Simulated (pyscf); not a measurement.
# Elimination: O=Si(OH)–OH -> O=Si=O + H₂O

Gas phase, singlet surface, charge 0. Bonds broken: Si2–O3, O4–H6. Bonds formed: O3–H6. Single points on ωB97X-D3(BJ)/def2-SVP structures (PySCF, gas phase). MP2 and CC: frozen core, UHF for open shells. ΔMP2 is the change of the MP2 total energy from the triple- to the quadruple-zeta basis.

Transition state (Å):

```xyz
6

O      2.4374     1.5005     0.0495
Si     1.0435     1.0475    -0.3447
O      0.1990    -0.3030     0.5957
O     -0.2577     1.0187    -1.2179
H      0.5461    -1.1975     0.7256
H     -0.4627    -0.0657    -0.2751
```

One imaginary mode, 1101i cm⁻¹; descent along it reached the two sides named, in the forms told below.

| bond | change | reactant side (Å) | saddle | product side |
|---|---|---|---|---|
| Si2–O3 | breaks | 1.641 | 1.850 | 1.937 |
| O4–H6 | breaks | 0.964 | 1.451 | 2.8 |
| O3–H6 | forms | 2.598 | 1.119 | 0.970 |

Electronic energies relative to the reactant's lowest minimum found (kcal/mol):

```tsv
level	barrier	reaction energy	reverse barrier
ωB97X-D3(BJ)/def2-TZVP	56.1	+76.2	-20.1
PBE/def2-TZVP	47.8	+66.5	-18.8
r²SCAN/def2-TZVP	52.8	+73.5	-20.7
B3LYP-D3(BJ)/def2-TZVP	54.1	+71.8	-17.7
PBE0-D3(BJ)/def2-TZVP	53.6	+75.0	-21.4
M06-2X/def2-TZVP	56.7	+78.5	-21.9
ωB97M-D3(BJ)/def2-TZVP	54.9	+73.9	-19.0
HF/def2-TZVP	70.3	+82.5	-12.2
MP2/def2-QZVPP	54.2	+69.5	-15.3
CCSD/def2-TZVPP	58.8	+73.9	-15.0
CCSD(T)/def2-TZVPP	55.9	+71.1	-15.2
CCSD(T)/def2-TZVPP + ΔMP2(QZVPP)	56.0	+71.2	-15.2
```

With CCSD(T)/def2-TZVPP + ΔMP2(QZVPP) energies and thermal terms (ideal gas, 1 atm, RRHO with modes under 100 cm⁻¹ raised to 100, one conformer, R ln 2 for chiral ones without a mode under 150 cm⁻¹), in kcal/mol:

```tsv
T (K)	ΔH‡	ΔG‡	ΔH	ΔG
298	53.3	52.9	+69.7	+60.2
600	52.7	52.6	+69.4	+50.6
900	52.2	52.7	+68.6	+41.4
1200	51.7	52.9	+67.7	+32.4
```

On the reactant side the descent ends in a point that may be a rotor saddle (no frequency run), 1.3 kcal/mol over the lowest minimum found and 54.8 kcal/mol under the saddle at ωB97X-D3(BJ)/def2-TZVP. On the product side the descent ends in an adduct with a O–Si contact, 28.5 kcal/mol under the separated species and 8.4 kcal/mol under the saddle at ωB97X-D3(BJ)/def2-TZVP. At ωB97X-D3(BJ)/def2-TZVP, PBE, r²SCAN, B3LYP-D3(BJ), PBE0-D3(BJ), M06-2X, ωB97M-D3(BJ)/def2-TZVP, HF, MP2, CCSD, CCSD(T), CCSD(T) the saddle lies under the separated products, which points to a path from their complex (located at ωB97X-D3(BJ) alone), and parting the products costs more than the saddle. What is counted as broken (O–Si) persists as a longer contact in the product adduct; parting that adduct is a step of its own. The same reactants have a lower exit, to O=Si(OH)–OH (barrier +44.2 kcal/mol at ωB97M-D3(BJ)/def2-TZVP, against +54.9 kcal/mol here). This is the saddle that the search found; another between the same sides may lie lower. The CCSD(T) − MP2 part came from Ansatz, without density fitting, on the same reference.
